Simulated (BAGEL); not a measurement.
**OH− (hydroxide): B3LYP/aug-cc-pVTZ (density fitting with qzvpp-jkfit)**

Aim: the energy change on altering one bond length of OH− (hydroxide) at B3LYP/aug-cc-pVTZ (density fitting with qzvpp-jkfit), from 2 runs. 

Program for the calculation: BAGEL 1.2.2.

**1. The molecule**

The species is OH− (2 atoms), meant as a singlet with charge -1. As SMILES, `[OH-]`. The coordinates come from a PBE0-D4/def2-TZVPD relaxation.

Bond lengths: O1–H2 0.964 Å.

**2. The energy at B3LYP/aug-cc-pVTZ (density fitting with qzvpp-jkfit)**

Contents of input.json:

```json
{ "bagel": [

{
  "title": "molecule",
  "basis": "aug-cc-pvtz.json",
  "df_basis": "qzvpp-jkfit",
  "angstrom": true,
  "geometry": [
    { "atom": "O", "xyz": [    0.411800,   -0.131800,    0.212500 ] },
    { "atom": "H", "xyz": [   -0.411800,    0.131800,   -0.212500 ] }
  ]
},
{ "title": "ks", "xc_func": "b3lyp", "charge": -1 },
{ "title": "print", "file": "orbitals.molden", "orbitals": true }

]}
```

The basis set aug-cc-pVTZ is read from a file made from the Basis Set Exchange's data (not shown).

Started as:

```console
BAGEL_NUM_THREADS=1 BAGEL input.json > input.out
```

Log:

```text
* using 1 threads per process

  ===============================================================
  ===============================================================

  *** Geometry ***

  { "atom" : "O", "xyz" : [      0.778189,     -0.249066,      0.401567 ] },
  { "atom" : "H", "xyz" : [     -0.778189,      0.249066,     -0.401567 ] },

  Number of auxiliary basis functions:       95

  Since a DF basis is specified, we compute 2- and 3-index integrals:
    o Being stored without compression. Storage requirement is 0.004 GB

  Number of basis functions:       69
  Number of electrons      :        9

    * METHOD: MOLECULE                             0.02

  *** Kohn-Sham DFT ***

    * Removing 1506 points whose weight is below 1.00e-10
    * Grid points: 28306

  === Nuclear Repulsion ===
     4.3935670399

       - DIIS with orbital gradients will be used.

  === KS iteration (b3lyp / aug-cc-pvtz.json) ===
      0        -61.00803906          0.14353506           0.05
      1        -63.30051086          0.15039633           0.04
      2        -68.49924416          0.12961034           0.04
      3        -75.66562187          0.03032990           0.04
      4        -75.63857747          0.03576584           0.04
      5        -75.58726150          0.03972338           0.04
      6        -75.83363157          0.00385985           0.04
      7        -75.83381863          0.00439396           0.05
      8        -75.83621358          0.00074763           0.05
      9        -75.83628364          0.00002854           0.05
     10        -75.83628375          0.00000027           0.04
     11        -75.83628375          0.00000011           0.04
     12        -75.83628375          0.00000001           0.04
    * SCF iteration converged.

    * Permanent dipole moment:
           (    0.467421,    -0.149602,     0.241206) a.u.

    * METHOD: KS                                   0.65

    * METHOD: PRINT                                0.01

  ===============================================================
```

It took 0.81 s on 1 thread of Arm Neoverse V1, shared host; peak memory 0.12 GiB.

**3. The distorted shape, same level**

Contents of dft.json:

```json
{ "bagel" : [

{
  "title" : "molecule",
  "basis" : "aug-cc-pvtz.json",
  "df_basis" : "qzvpp-jkfit",
  "angstrom" : true,
  "geometry" : [
    { "atom" : "O", "xyz" : [    0.823580,   -0.263594,    0.424990 ] },
    { "atom" : "H", "xyz" : [   -0.411800,    0.131800,   -0.212500 ] }
  ]
},
{ "title" : "ks", "xc_func" : "b3lyp", "charge" : -1 },
{ "title" : "print", "file" : "orbitals.molden", "orbitals" : true }

]}
```

The basis set aug-cc-pVTZ is read from a file made from the Basis Set Exchange's data (not shown).

Started as:

```console
BAGEL_NUM_THREADS=1 BAGEL dft.json > dft.out
```

Log:

```text
* using 1 threads per process

  ===============================================================
  ===============================================================

  *** Geometry ***

  { "atom" : "O", "xyz" : [      1.556341,     -0.498120,      0.803115 ] },
  { "atom" : "H", "xyz" : [     -0.778189,      0.249066,     -0.401567 ] },

  Number of auxiliary basis functions:       95

  Since a DF basis is specified, we compute 2- and 3-index integrals:
    o Being stored without compression. Storage requirement is 0.004 GB

  Number of basis functions:       69
  Number of electrons      :        9

    * METHOD: MOLECULE                             0.02

  *** Kohn-Sham DFT ***

    * Removing 1015 points whose weight is below 1.00e-10
    * Grid points: 28797

  === Nuclear Repulsion ===
     2.9290916036

       - DIIS with orbital gradients will be used.

  === KS iteration (b3lyp / aug-cc-pvtz.json) ===
      0        -60.67033990          0.12120202           0.05
      1        -63.48063523          0.11871478           0.05
      2        -67.91863918          0.10794260           0.04
      3        -75.37834613          0.04149991           0.04
      4        -74.82251727          0.06529725           0.04
      5        -75.59927088          0.03504277           0.04
      6        -75.75228635          0.00607983           0.04
      7        -75.75705399          0.00188197           0.04
      8        -75.75758544          0.00050363           0.04
      9        -75.75761689          0.00009740           0.04
     10        -75.75761819          0.00000775           0.04
     11        -75.75761820          0.00000045           0.04
     12        -75.75761820          0.00000005           0.04
     13        -75.75761820          0.00000001           0.04
    * SCF iteration converged.

    * Permanent dipole moment:
           (    0.154170,    -0.049341,     0.079554) a.u.

    * METHOD: KS                                   0.67

    * METHOD: PRINT                                0.01

  ===============================================================
```

It took 0.83 s on 1 thread of Arm Neoverse V1, shared host; peak memory 0.12 GiB.

**4. Summary of results**

At B3LYP/aug-cc-pVTZ (density fitting with qzvpp-jkfit):

```
                                                              quantity         value
                                             first shape: total energy  -75.83628 Eh
                                              first shape: HOMO energy       0.99 eV
                                              first shape: LUMO energy       3.86 eV
    first shape: HOMO–LUMO gap (to an unbound level, set by the basis)       2.87 eV
                                         distorted shape: total energy  -75.75762 Eh
                                          distorted shape: HOMO energy       0.66 eV
                                          distorted shape: LUMO energy       3.67 eV
distorted shape: HOMO–LUMO gap (to an unbound level, set by the basis)       3.01 eV
     energy change with the O1–H2 bond stretched from 0.964 to 1.445 Å      2.141 eV
```

**Reading.** With the O1–H2 bond stretched from 0.964 to 1.445 Å the energy rises by 2.14 eV (207 kJ/mol). The first shape isn't relaxed at this level, so the change isn't measured from a minimum. The HOMO (first shape) lies at positive energy, 0.99 eV; only total energies tell whether the electron is bound. The HOMO (distorted shape) lies at positive energy, 0.66 eV; only total energies tell whether the electron is bound.
